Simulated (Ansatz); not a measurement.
**CH₄SSi (SMILES [SiH3]C=S): one structure at several levels**

The atoms stand at a structure displaced at random from a GFN2-xTB minimum. How far do the functionals agree with CCSD(T) there?

Program: Ansatz 0.2.0, Gaussian basis. Level of theory: single points in def2-TZVPP. These are calculated values, not measurements.

Correlated methods freeze the cores. B3LYP uses VWN-RPA correlation.

### 1 Where the work starts

SMILES `[SiH3]C=S`, 7 atoms, charge 0, spin multiplicity 1.

Atoms are counted from 1 here; the program's logs count them from 0.

Bond lengths: Si1–C2 2.085 Å, Si1–H4 1.392 Å, Si1–H5 1.536 Å, Si1–H6 1.348 Å, C2–S3 1.568 Å, C2–H7 1.132 Å. Angles: C2–Si1–H4 105.9°, C2–Si1–H5 103.2°, C2–Si1–H6 104.0°, H4–Si1–H5 120.7°, H4–Si1–H6 116.7°, H5–Si1–H6 104.4°, Si1–C2–S3 127.0°, Si1–C2–H7 120.0°, S3–C2–H7 113.0°.

Coordinates:

```xyz
7
charge 0, multiplicity 1
Si   -0.8651    0.3354   -0.2682
C     1.0155   -0.3462    0.3187
S     1.3337   -1.3646    1.4675
H    -1.5712   -0.7947   -0.6719
H    -0.5365    1.4538   -1.2690
H    -1.3294    0.9847    0.8179
H     1.9422    0.0146   -0.2225
```

### 2 CCSD(T)/def2-TZVPP

The input, run/in.yaml:

```yaml
crystal:
  periodic: [false, false, false]
  atoms:
    - {symbol: Si, position_ang: [-0.865100, 0.335400, -0.268200]}
    - {symbol: C, position_ang: [1.015500, -0.346200, 0.318700]}
    - {symbol: S, position_ang: [1.333700, -1.364600, 1.467500]}
    - {symbol: H, position_ang: [-1.571200, -0.794700, -0.671900]}
    - {symbol: H, position_ang: [-0.536500, 1.453800, -1.269000]}
    - {symbol: H, position_ang: [-1.329400, 0.984700, 0.817900]}
    - {symbol: H, position_ang: [1.942200, 0.014600, -0.222500]}
basis:
  gaussian: {orbitals: def2-TZVPP}
correlation: {method: ccsd_t}
output: {forces: true}
```

The command line of these runs was not kept.

### 3 PBE0-D4/def2-TZVPP

Changes to run/in.yaml since step 2:

```diff
@@ -12,3 +12,3 @@
   gaussian: {orbitals: def2-TZVPP}
-correlation: {method: ccsd_t}
-output: {forces: true}
+hamiltonian: {xc: pbe0, dispersion: d4}
+output: {forces: true, orbitals: {seedname: orbitals}}
```

### 4 wB97M-V/def2-TZVPP

Changes to run/in.yaml since step 3:

```diff
@@ -12,3 +12,3 @@
   gaussian: {orbitals: def2-TZVPP}
-hamiltonian: {xc: pbe0, dispersion: d4}
-output: {forces: true, orbitals: {seedname: orbitals}}
+hamiltonian: {xc: {name: wB97M-V}}
+output: {forces: true}
```

### 5 r2SCAN-D4/def2-TZVPP

Changes to run/in.yaml since step 4:

```diff
@@ -12,3 +12,3 @@
   gaussian: {orbitals: def2-TZVPP}
-hamiltonian: {xc: {name: wB97M-V}}
+hamiltonian: {xc: r2scan, dispersion: d4}
 output: {forces: true}
```

### 6 PBE-D4/def2-TZVPP

Changes to run/in.yaml since step 5:

```diff
@@ -12,3 +12,3 @@
   gaussian: {orbitals: def2-TZVPP}
-hamiltonian: {xc: r2scan, dispersion: d4}
+hamiltonian: {xc: pbe, dispersion: d4}
 output: {forces: true}
```

### 7 B97M-V/def2-TZVPP

Changes to run/in.yaml since step 6:

```diff
@@ -12,3 +12,3 @@
   gaussian: {orbitals: def2-TZVPP}
-hamiltonian: {xc: pbe, dispersion: d4}
+hamiltonian: {xc: {name: B97M-V}}
 output: {forces: true}
```

### 8 B3LYP-D4/def2-TZVPP

Changes to run/in.yaml since step 7:

```diff
@@ -12,3 +12,3 @@
   gaussian: {orbitals: def2-TZVPP}
-hamiltonian: {xc: {name: B97M-V}}
+hamiltonian: {xc: {name: B3LYP}, dispersion: d4}
 output: {forces: true}
```

(Steps that only read results are left out.)

**Question.** What will these runs give? Wanted: energy less free atoms, CCSD(T)/def2-TZVPP; RMS force component; RMS force error; HOMO and LUMO, PBE0-D4; T1 diagnostic.

As calculated:

| quantity | value |
| --- | --- |
| energy less free atoms, CCSD(T)/def2-TZVPP | -502.5 kcal/mol |
| RMS force component | 1.578 to 1.754 eV/Å over the methods |
| RMS force error | PBE0-D4 0.250, wB97M-V 0.251, r2SCAN-D4 0.194, PBE-D4 0.181, B97M-V 0.268, B3LYP-D4 0.194 eV/Å |
| HOMO and LUMO, PBE0-D4 | -6.12 and -2.32 eV |
| T1 diagnostic | 0.016 |

**Reading.** Against CCSD(T) the functionals' energies less atoms differ by -19.8 to -11.2 kcal/mol, PBE-D4 by -19.8 kcal/mol. The reference is not at the basis limit: in triple zeta CCSD(T) underbinds, which counts against methods that bind more; the gaps are no ranking. The forces of PBE-D4 come nearest to CCSD(T), those of B97M-V are farthest. Frozen-core CCSD(T) forces in triple zeta carry basis errors of their own, and this is one geometry, so small gaps rank nothing. The restricted Hartree–Fock reference is unstable towards an unrestricted one at one or more of these structures.
